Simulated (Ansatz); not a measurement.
A calculation with Ansatz (development build ahead of 0.2.0).

```yaml
crystal:
  periodic: [false, false, false]
  atoms:
    - { symbol: S, position_ang: [0.0, 0.0, -0.0736] }
    - { symbol: H, position_ang: [0.0, 0.0, 1.17763] }
basis:
  gaussian: { orbitals: cc-pVTZ }
total_charge: -1
hamiltonian:
  xc: hf
```

The input is written out in the form of the current development build from the run's settings.

Results

```
Converged                       : yes
Total energy                    : -398.13000 hartree
Spin squared of the determinant : 0.000
```

Caution: no diffuse functions for an anion.
